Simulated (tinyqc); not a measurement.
Worked calculation: extended Hueckel theory, for BH3. Computed by tinyqc, a small Python program that keeps every step (integrals from PySCF). Settings: charge = 0, K = 2.0, multiplicity = 1. Command: `OMP_NUM_THREADS=1 python tinyqc.py 20273 20274 out.jsonl` (the two numbers bound the seeds that draw the settings). One thread of a shared host (Intel(R) Xeon(R) Processor @ 2.60GHz), about 0.01 s of CPU time with the checks.

## Overlaps

Geometry (angstrom):

| atom | x | y | z |
|---|---|---|---|
| B | 0.0000 | 0.0000 | 0.0050 |
| H | 1.1460 | 0.0000 | 0.0000 |
| H | -0.5730 | 0.9920 | 0.0000 |
| H | -0.5730 | -0.9920 | 0.0000 |

Parameters chosen for this run:

| element | shell | Slater exponent | H_ii (eV) |
|---|---|---|---|
| H | 1s | 1.3000 | -13.6000 |
| B | 2s | 1.3000 | -15.2000 |
| B | 2p | 1.3000 | -8.5000 |

Slater orbitals, each expanded in six Gaussians scaled to its exponent.

overlap S, lower triangle:
```
         1B 2s   1B 2px   1B 2py   1B 2pz   2H 1s   3H 1s   4H 1s
1B 2s   1.0000
1B 2px  0.0000   1.0000
1B 2py  0.0000   0.0000   1.0000
1B 2pz  0.0000   0.0000   0.0000   1.0000
2H 1s   0.5091   0.5443   0.0000  -0.0024  1.0000
3H 1s   0.5093  -0.2723   0.4715  -0.0024  0.1053  1.0000
4H 1s   0.5093  -0.2723  -0.4715  -0.0024  0.1053  0.1054  1.0000
```

## Wolfsberg-Helmholz matrix

diagonal H_ii (eV): 1B 2s -15.2000, 1B 2px -8.5000, 1B 2py -8.5000, 1B 2pz -8.5000, 2H 1s -13.6000, 3H 1s -13.6000, 4H 1s -13.6000

K = 2.0000

H_ij = K' S_ij (H_ii + H_jj)/2 for i != j (the diagonal keeps H_ii), with K' = 2.

H (eV), lower triangle:
```
           1B 2s    1B 2px    1B 2py   1B 2pz     2H 1s     3H 1s     4H 1s
1B 2s   -15.2000
1B 2px    0.0000   -8.5000
1B 2py    0.0000    0.0000   -8.5000
1B 2pz    0.0000    0.0000    0.0000  -8.5000
2H 1s   -14.6634  -12.0299    0.0000   0.0525  -13.6000
3H 1s   -14.6689    6.0183  -10.4191   0.0525   -2.8635  -13.6000
4H 1s   -14.6689    6.0183   10.4191   0.0525   -2.8635   -2.8669  -13.6000
```

## Orbitals

valence electrons = 6

Solve H C = S C e through S^(-1/2); fill by pairs from the bottom, a degenerate level sharing its electrons equally; each orbital has its largest coefficient positive (the first on a tie).

orbital energies (eV): -21.4711  -15.3320  -15.3309  -8.5001  18.2404  18.2439  37.8561

occupations: 2.0000  2.0000  2.0000  0.0000  0.0000  0.0000  0.0000

coefficients:
```
            MO1      MO2      MO3      MO4      MO5      MO6      MO7
1B 2s    0.5096   0.0001   0.0000   0.0039   0.0019   0.0000   1.5935
1B 2px   0.0000   0.4441   0.0000   0.0000   1.3381   0.0000  -0.0023
1B 2py   0.0000   0.0000   0.4442   0.0000   0.0000   1.3380   0.0000
1B 2pz  -0.0001   0.0000   0.0000   1.0000   0.0000   0.0000  -0.0077
2H 1s    0.2853   0.5491   0.0000  -0.0008  -1.0871   0.0000  -0.8283
3H 1s    0.2854  -0.2744   0.4754  -0.0008   0.5420  -0.9407  -0.8311
4H 1s    0.2854  -0.2744  -0.4754  -0.0008   0.5420   0.9407  -0.8311
```

sum of one-electron energies = -104.2680 eV

## Mulliken analysis

P = C n C^T; charge = valence electrons (H 1, B 3) minus the sum of (P S)_ii on the atom; overlap population = 2 sum P_ij S_ij between two atoms.

charges: 1B 0.4505, 2H -0.1502, 3H -0.1501, 4H -0.1501

Overlap populations:

| pair | value |
|---|---|
| 2-1 | 0.827183 |
| 3-1 | 0.827356 |
| 3-2 | -0.029151 |
| 4-1 | 0.827356 |
| 4-2 | -0.029151 |
| 4-3 | -0.029189 |
